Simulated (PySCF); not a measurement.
SMILES [CH]=O, doublet at its PBE/def2-SVP optimised geometry (Å):

```
3

C     -0.2714    -0.4764     0.0000
O      0.9144    -0.4764     0.0000
H     -0.9144     0.4764     0.0000
```

Calculation: unrestricted PBE/def2-TZVP in PySCF. Cells within 0.4 Å of a nucleus heavier than hydrogen are left out (blank, or x).

Map of the log10 of the electron density (e/bohr³), floored at −4 on the plane z = 0.0 Å:

```
|000000000000000000000000000|
|000000000000000000000000000|
|000000000000000000000000000|
|000000000100000000000000000|
|000000111111110000000000000|
|000011222222211000000000000|
|000012233333322111000000000|
|000123344444433222211000000|
|001123455555543333322210000|
|001234556776554444443221000|
|001234567887665555554332100|
|001234578988776667665432100|
|001234578888877788876543210|
|001234567888888899987653210|
|00123456788xxx99xxx98654310|
|00023456788xxx99xxx98654310|
|00023456788xxx99xxx98654310|
|000123456788888899987653210|
|000123456778877788876543210|
|000123455667766677665442100|
|000122345556655555554432100|
|000012334445544444443321000|
|000011223344433333332210000|
|000001122233332222221100000|
|000000011222221111100000000|
|000000000111110000000000000|
|000000000000000000000000000|
```
Scale: ten equal steps from -4.00 (start of '0') to -0.154 (end of '9'), in the order '0123456789'; x runs from -3.00 to 3.00, y from -3.00 (bottom) to 3.00 (top).
